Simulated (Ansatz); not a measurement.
Start from `OBS` and change one atom or group to get `NBS`.

Ansatz, PBE0-D4/def2-TZVP geometries, multiplicity 1. Each molecule was computed in one conformer, which needn't be the lowest.

```csv
property,`OBS`
HOMO–LUMO gap (PBE/def2-TZVPP) / eV,5.64
size of the dipole moment (PBE/def2-TZVPP) / D,0.75
LUMO energy (PBE0/def2-TZVPP) / eV,-0.05
LUMO energy (ωB97M-V/def2-TZVPP) / eV,1.81
"ideal-gas entropy at 298 K and 1 bar (rigid rotor, harmonic PBE0-D4/def2-TZVP) / J/(mol·K)",272
HOMO–LUMO gap (B3LYP/def2-TZVPP) / eV,7.37
```

Problem. What does the change do to each property? (Estimate.)

Solution. Computed: 
```
                                                                                  property  `NBS`  shift
                                                       HOMO–LUMO gap (PBE/def2-TZVPP) / eV   5.50  -0.14
                                            size of the dipole moment (PBE/def2-TZVPP) / D   1.67   0.92
                                                        LUMO energy (PBE0/def2-TZVPP) / eV   0.49   0.54
                                                     LUMO energy (ωB97M-V/def2-TZVPP) / eV   2.06   0.25
ideal-gas entropy at 298 K and 1 bar (rigid rotor, harmonic PBE0-D4/def2-TZVP) / J/(mol·K)    277      5
                                                     HOMO–LUMO gap (B3LYP/def2-TZVPP) / eV   7.13  -0.24
```

With PBE0 the HOMO rises by 0.72 eV and the LUMO rises by 0.54 eV, so the gap narrows by about 0.18 eV. PBE moves the HOMO by 0.71 eV and ωB97M-V by 0.72 eV. The zero-point energy changes by 32.5 kJ/mol with +3 modes. Dipoles are sizes alone; their direction can turn.

B3LYP here is the variant with VWN-RPA as its local correlation; programs differ in this.
